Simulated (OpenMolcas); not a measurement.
# One shape, several levels: [NO2]− (nitrite)

We compute a comparison of 6 runs (UHF/STO-3G, PBE/STO-3G, PBE0/STO-3G, SVWN5/STO-3G, UPBE/STO-3G, CISD/STO-3G) of [NO2]− (nitrite). 

The calculation is run with OpenMolcas 26.06.

3 further runs of the same task are left out: 1 for a known fault of the program, 1 that didn't finish, 1 set aside as unsound or not needed.

**1. The molecule**

The species is [NO2]− (3 atoms), meant as a singlet with charge -1. SMILES: `O=N[O-]`. One bond was lengthened or shortened from a relaxed shape.

Bond lengths: O1–N2 1.272 Å, N2–O3 1.590 Å. Angles: O1–N2–O3 117.3°.

**2. A single-point energy at UHF/STO-3G (run 1)**

job.inp

```
&gateway
baslib=$CurrDir
coord
3
angstrom
O        0.580462       1.144686       0.446189
N        0.578382      -0.119294       0.304939
O       -0.662520      -0.766520      -0.449410
basis=STO-3G
group=NoSym
&seward
&scf
uhf
charge=-1
thresholds=1e-10 1e-07 1e-07 1e-05
scramble=0.25
prorbitals=1 1
```

The basis set STO-3G is read from a file made from the Basis Set Exchange's data (not shown).

Launch:

```bash
$ export MOLCAS_MEM=1860
$ pymolcas job.inp > job.log
```

The program printed:

```text
--- Start Module: gateway ---
[...]
--- Stop Module: gateway /rc=_RC_ALL_IS_WELL_ ---
--- Start Module: seward ---
[...]
      Basis functions           15
--- Stop Module: seward /rc=_RC_ALL_IS_WELL_ ---
--- Start Module: scf ---
[...]
       Convergence after 106 Iterations
[...]
::    Total SCF energy                               -201.1685482514
[...]
      Total spin, S                                     0.6591488662
[...]
      Total electronic charge=   24.000000
      Total            charge=   -1.000000
[...]
      Dipole Moment (debye):
      Origin of the operator (angstrom)=    0.1476    0.0952    0.0917
                   X= -7.8807E-01               Y= -3.8552E-02               Z= -4.3778E-01           Total=  9.0233E-01
      Center of Charge (angstrom)
[...]
--- Stop Module: scf /rc=_RC_ALL_IS_WELL_ ---
[...]
```

Wall time 3.6 s (1 thread of Arm Neoverse V1, shared host); peak memory 0.37 GiB.

**3. The energy at PBE/STO-3G (run 2)**

job.input

```
* NO2 Kohn-Sham DFT

&GATEWAY
 BASLIB=$CurrDir
 COORD
 3
 angstrom
 O        0.580462       1.144686       0.446189
 N        0.578382      -0.119294       0.304939
 O       -0.662520      -0.766520      -0.449410
 BASIS=STO-3G
 GROUP=NoSym

&SEWARD
 GRIDINPUT
 Grid=UltraFine
 End of Grid

&SCF
 CHARGE=-1
 KSDFT=PBE
 THRESHOLDS=1e-10 1e-07 1e-07 1e-05
 PRORBITALS=1 1
```

The basis set STO-3G is read from a file made from the Basis Set Exchange's data (not shown).

Launch:

```bash
$ export MOLCAS_MEM=1860
$ pymolcas job.input > job.log
```

The program printed:

```text
--- Start Module: gateway ---
[...]
--- Stop Module: gateway /rc=_RC_ALL_IS_WELL_ ---
--- Start Module: seward ---
[...]
      Basis functions           15
--- Stop Module: seward /rc=_RC_ALL_IS_WELL_ ---
--- Start Module: scf ---
[...]
       Convergence after  25 Iterations
[...]
::    Total KS-DFT energy                            -201.9474905832
[...]
      Total spin, S                                     0.0000000000
[...]
      Total electronic charge=   24.000000
      Total            charge=   -1.000000
[...]
      Dipole Moment (debye):
      Origin of the operator (angstrom)=    0.1476    0.0952    0.0917
                   X=  1.3801E-01               Y=  7.6939E-01               Z=  1.6120E-01           Total=  7.9812E-01
      Center of Charge (angstrom)
[...]
--- Stop Module: scf /rc=_RC_ALL_IS_WELL_ ---
[...]
```

It took 5.1 s on 1 thread of Arm Neoverse V1, shared host; peak memory 0.37 GiB.

Runs 3 to 4 aren't shown in full; the table further down has their settings and results.

**4. The energy at UPBE/STO-3G (run 5)**

job.input

```
&gateway
baslib=$CurrDir
coord
3
angstrom
O        0.580462       1.144686       0.446189
N        0.578382      -0.119294       0.304939
O       -0.662520      -0.766520      -0.449410
basis=STO-3G
group=NoSym
&seward
gridinput
Grid=UltraFine
End of Grid
&scf
uhf
charge=-1
ksdft=PBE
thresholds=1e-10 1e-07 1e-07 1e-05
scramble=0.25
prorbitals=1 1
```

The basis set STO-3G is read from a file made from the Basis Set Exchange's data (not shown).

Launch:

```bash
$ export MOLCAS_MEM=1860
$ pymolcas job.input > job.log
```

The program printed:

```text
--- Start Module: gateway ---
[...]
--- Stop Module: gateway /rc=_RC_ALL_IS_WELL_ ---
--- Start Module: seward ---
[...]
      Basis functions           15
--- Stop Module: seward /rc=_RC_ALL_IS_WELL_ ---
--- Start Module: scf ---
[...]
       Convergence after  30 Iterations
[...]
::    Total KS-DFT energy                            -201.9474905832
[...]
      Total spin, S                                     0.0000000000
[...]
      Total electronic charge=   24.000000
      Total            charge=   -1.000000
[...]
      Dipole Moment (debye):
      Origin of the operator (angstrom)=    0.1476    0.0952    0.0917
                   X=  1.3801E-01               Y=  7.6939E-01               Z=  1.6120E-01           Total=  7.9812E-01
      Center of Charge (angstrom)
[...]
--- Stop Module: scf /rc=_RC_ALL_IS_WELL_ ---
[...]
```

Wall time 7.5 s (1 thread of Arm Neoverse V1, shared host); peak memory 0.37 GiB.

**5. The energy at CISD/STO-3G (run 6)**

job.inp

```
&GATEWAY
  BasLib=$CurrDir
  Coord
  3
  angstrom
  O        0.580462       1.144686       0.446189
  N        0.578382      -0.119294       0.304939
  O       -0.662520      -0.766520      -0.449410
  Basis=STO-3G
  Group=NoSym

&SEWARD

&SCF
  Charge=-1
  Thresholds=1e-10 1e-07 1e-07 1e-05
  PrOrbitals=1 1

&MOTRA
  Frozen=3

&GUGA
  Electrons=18
  Spin=1
  Inactive=9
  Active=0
  CIAll=1

&CPF
  SDCI
```

The basis set STO-3G is read from a file made from the Basis Set Exchange's data (not shown).

Launch:

```bash
$ export MOLCAS_MEM=1860
$ pymolcas job.inp > job.log
```

The program printed:

```text
--- Start Module: gateway ---
[...]
--- Stop Module: gateway /rc=_RC_ALL_IS_WELL_ ---
[...]
      Basis functions           15
[...]
       Convergence after  21 Iterations
[...]
::    Total SCF energy                               -201.1069418222
[...]
      Total spin, S                                     0.0000000000
[...]
      *** WARNING: Default frozen orbitals is overwritten by user input.
      *** Default values:   3
[...]
--- Start Module: guga ---
[...]
--- Stop Module: guga /rc=_RC_ALL_IS_WELL_ ---
--- Start Module: cpf ---
[...]
      Active orbitals                            0       0
[...]
      Spin quantum number                      0.0
[...]
     FINAL CI ENERGY          -201.29395327
     FINAL CORRELATION ENERGY   -0.18701145  REFERENCE ENERGY    -201.10694182
[...]
     REL. CI ENERGY           -201.29395327
[...]
      Total electronic charge=   24.000000
      Total            charge=   -1.000000
[...]
      Dipole Moment (debye):
      Origin of the operator (angstrom)=    0.1476    0.0952    0.0917
                   X=  2.7744E-01               Y=  8.5803E-01               Z=  2.4773E-01           Total=  9.3518E-01
      Quadrupole Moment (debye*angstrom):
[...]
--- Stop Module: cpf /rc=_RC_ALL_IS_WELL_ ---
[...]
```

It took 1.9 s on 1 thread of Arm Neoverse V1, shared host; peak memory 0.37 GiB.

**6. The series**

```csv
run,level,scramble,integration grid,energy (Eh),HOMO energy (eV),LUMO energy (eV),HOMO–LUMO gap (eV),wall time
1,UHF/STO-3G,0.25,–,-201.168548,2.76,19.49,16.74,3.6 s
2,PBE/STO-3G,–,UltraFine,-201.947491,9.72,10.80,1.08,5.1 s
3,PBE0/STO-3G,–,UltraFine,-201.938199,7.47,11.46,3.99,4.2 s
4,SVWN5/STO-3G,–,UltraFine,-200.617401,9.79,10.79,1.00,4.2 s
5,UPBE/STO-3G,0.25,UltraFine,-201.947491,9.72,10.80,1.08,7.5 s
6,CISD/STO-3G,–,–,-201.293953,2.52,15.75,13.23,1.9 s
```

**7. Outcome**

| quantity | value |
| --- | --- |
| run 6: total energy | -201.29395 Eh |
| run 6: HOMO energy (Hartree–Fock orbitals) | 2.52 eV |
| run 6: LUMO energy (Hartree–Fock orbitals) | 15.75 eV |
| run 6: HOMO–LUMO gap (to an unbound level, set by the basis) | 13.23 eV |
| run 6: correlation energy (3 core orbitals frozen) | -187.0 mEh |

Over runs 1, 2, 3, 4, 5 the HOMO–LUMO gap runs from 1.00 eV (SVWN5/STO-3G) to 16.74 eV (UHF/STO-3G). The empty levels of an anion lie above zero and hang on the basis. Totals of different functionals can't be ranked against each other. In runs 1, 2, 3, 4, 5, 6 the HOMO lies above zero, so the outermost electron may be held by the basis alone. In runs 1, 2, 3, 4, 5, 6 the basis is minimal, so the values are rough. Spin contamination of the reference: run 1 ⟨S²⟩ = 1.09. Where it is this large, the reference is a mixture of spin states, and values that rest on it are in doubt. All runs together took 27 s, the longest 7.5 s.
